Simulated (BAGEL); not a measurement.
**UHF/6-31G(d) (density fitting with qzvpp-jkfit, spherical functions) run of CH3BF (SMILES C[B]F)**

Aim: the vertical doublet–quartet gap of CH3BF at UHF/6-31G* (density fitting with qzvpp-jkfit, spherical functions), from 2 runs. 

The calculation is run with BAGEL 1.2.2.

4 further runs of the same task are left out: 2 that didn't finish, 2 set aside as unsound or not needed.

**1. The molecule**

CH3BF: 6 atoms, total charge 0, spin state doublet. As SMILES, `C[B]F`. The shape is that of a PBE0-D4/def2-TZVP optimisation.

Bond lengths: C1–B2 1.554 Å, B2–F3 1.311 Å, C1–H4 1.094 Å, C1–H5 1.095 Å, C1–H6 1.094 Å. Angles: C1–B2–F3 123.9°, B2–C1–H4 109.5°, B2–C1–H5 112.9°, B2–C1–H6 109.7°, H4–C1–H5 109.3°, H4–C1–H6 105.8°, H5–C1–H6 109.3°.

**2. The energy at UHF/6-31G(d) (density fitting with qzvpp-jkfit, spherical functions)**

The input, hf.json:

```json
{ "bagel" : [

{
  "title" : "molecule",
  "basis" : "6-31gs.json",
  "df_basis" : "qzvpp-jkfit",
  "angstrom" : true,
  "geometry" : [
    { "atom" : "C", "xyz" : [      -0.303700,       0.310500,      -0.173700 ] },
    { "atom" : "B", "xyz" : [       0.287400,      -1.067600,       0.235500 ] },
    { "atom" : "F", "xyz" : [       1.486600,      -1.228900,       0.739300 ] },
    { "atom" : "H", "xyz" : [      -1.223500,       0.495700,       0.389500 ] },
    { "atom" : "H", "xyz" : [       0.393200,       1.138600,      -0.009600 ] },
    { "atom" : "H", "xyz" : [      -0.597900,       0.287900,      -1.227200 ] }
  ]
},

{
  "title" : "uhf",
  "nopen" : 1
},

{
  "title" : "print",
  "file" : "orbitals.molden",
  "orbitals" : true
}

]}
```

The basis set 6-31G* is read from a file made from the Basis Set Exchange's data (not shown).

Launch:

```sh
$ BAGEL_NUM_THREADS=1 BAGEL hf.json > hf.out
```

Log:

```text
* using 1 threads per process

  ===============================================================
  ===============================================================

  *** Geometry ***

  { "atom" : "C", "xyz" : [     -0.573910,      0.586760,     -0.328245 ] },
  { "atom" : "B", "xyz" : [      0.543107,     -2.017472,      0.445031 ] },
  { "atom" : "F", "xyz" : [      2.809267,     -2.322284,      1.397075 ] },
  { "atom" : "H", "xyz" : [     -2.312080,      0.936737,      0.736048 ] },
  { "atom" : "H", "xyz" : [      0.743040,      2.151642,     -0.018141 ] },
  { "atom" : "H", "xyz" : [     -1.129867,      0.544052,     -2.319072 ] },

  Number of auxiliary basis functions:      281

  Since a DF basis is specified, we compute 2- and 3-index integrals:
    o Being stored without compression. Storage requirement is 0.005 GB

  Number of basis functions:       48
  Number of electrons      :       23

    * METHOD: MOLECULE                             0.06

  *** Open-shell HF ***

  === Nuclear Repulsion ===
    57.5849339075

      * DIIS with orbital gradients will be used.

  === UHF iteration (6-31gs.json) ===
      0       -163.58785714          0.05096054           0.02
      1       -163.69190938          0.03035858           0.02
      2       -163.71853083          0.01784803           0.02
      3       -163.73125408          0.00202743           0.02
      4       -163.73207586          0.00076890           0.02
      5       -163.73220005          0.00027280           0.02
      6       -163.73223706          0.00006011           0.02
      7       -163.73224000          0.00001648           0.02
      8       -163.73224039          0.00000298           0.02
      9       -163.73224044          0.00000100           0.02
     10       -163.73224046          0.00000051           0.02
     11       -163.73224046          0.00000030           0.02
     12       -163.73224047          0.00000016           0.02
     13       -163.73224047          0.00000006           0.02
     14       -163.73224047          0.00000003           0.02
     15       -163.73224047          0.00000002           0.02
     16       -163.73224047          0.00000001           0.02
     17       -163.73224047          0.00000001           0.02
    * SCF iteration converged.

    * S^2 (UHF) is 0.7522

    * Permanent dipole moment:
           (    0.343257,    -0.305999,     0.175322) a.u.

    * METHOD: UHF                                  0.38

    * METHOD: PRINT                                0.01

  ===============================================================
```

Run time: 0.58 s. Hardware: 1 thread of Arm Neoverse V1, shared host.

**3. The quartet, same level**

Edit hf.json of step 2 so:

```diff
@@ -19,3 +19,4 @@
   "title" : "uhf",
-  "nopen" : 1
+  "charge" : 0,
+  "nopen" : 3
 },
```

The basis set 6-31G* is read from a file made from the Basis Set Exchange's data (not shown).

Launch:

```sh
$ BAGEL_NUM_THREADS=1 BAGEL hf.json > hf.out
```

Log:

```text
* using 1 threads per process

  ===============================================================
  ===============================================================

  *** Geometry ***

  { "atom" : "C", "xyz" : [     -0.573910,      0.586760,     -0.328245 ] },
  { "atom" : "B", "xyz" : [      0.543107,     -2.017472,      0.445031 ] },
  { "atom" : "F", "xyz" : [      2.809267,     -2.322284,      1.397075 ] },
  { "atom" : "H", "xyz" : [     -2.312080,      0.936737,      0.736048 ] },
  { "atom" : "H", "xyz" : [      0.743040,      2.151642,     -0.018141 ] },
  { "atom" : "H", "xyz" : [     -1.129867,      0.544052,     -2.319072 ] },

  Number of auxiliary basis functions:      281

  Since a DF basis is specified, we compute 2- and 3-index integrals:
    o Being stored without compression. Storage requirement is 0.005 GB

  Number of basis functions:       48
  Number of electrons      :       23

    * METHOD: MOLECULE                             0.06

  *** Open-shell HF ***

  === Nuclear Repulsion ===
    57.5849339075

      * DIIS with orbital gradients will be used.

  === UHF iteration (6-31gs.json) ===
      0       -163.26278817          0.04862192           0.02
      1       -163.38278651          0.03100975           0.02
      2       -163.42252575          0.02057945           0.02
      3       -163.44383882          0.00643866           0.02
      4       -163.45564243          0.00457071           0.02
      5       -163.46429068          0.00254178           0.02
      6       -163.46730288          0.00081763           0.02
      7       -163.46763858          0.00028636           0.02
      8       -163.46768717          0.00011729           0.01
      9       -163.46769240          0.00006138           0.01
     10       -163.46769414          0.00002135           0.01
     11       -163.46769448          0.00001075           0.01
     12       -163.46769457          0.00000589           0.01
     13       -163.46769459          0.00000286           0.01
     14       -163.46769459          0.00000184           0.01
     15       -163.46769460          0.00000110           0.01
     16       -163.46769460          0.00000060           0.01
     17       -163.46769460          0.00000026           0.01
     18       -163.46769460          0.00000016           0.01
     19       -163.46769460          0.00000010           0.01
     20       -163.46769460          0.00000005           0.01
     21       -163.46769460          0.00000003           0.02
     22       -163.46769460          0.00000002           0.02
     23       -163.46769460          0.00000001           0.01
     24       -163.46769460          0.00000001           0.02
    * SCF iteration converged.

    * S^2 (UHF) is 3.7568

    * Permanent dipole moment:
           (    0.885729,    -1.523942,     0.544558) a.u.

    * METHOD: UHF                                  0.44

    * METHOD: PRINT                                0.01

  ===============================================================
```

Wall time 0.64 s (1 thread of Arm Neoverse V1, shared host).

**4. Results**

Level: UHF/6-31G* (density fitting with qzvpp-jkfit, spherical functions).

| quantity | value |
| --- | --- |
| doublet: total energy | -163.73224 Eh |
| doublet: dipole moment | 1.25 D |
| doublet: ⟨S²⟩ | 0.752 |
| quartet: total energy | -163.46769 Eh |
| quartet: dipole moment | 4.69 D |
| quartet: ⟨S²⟩ | 3.757 |
| vertical energy of the quartet above the doublet | 7.199 eV |

**Reading.** At this shape the quartet lies 7.20 eV (166 kcal/mol) above the doublet.
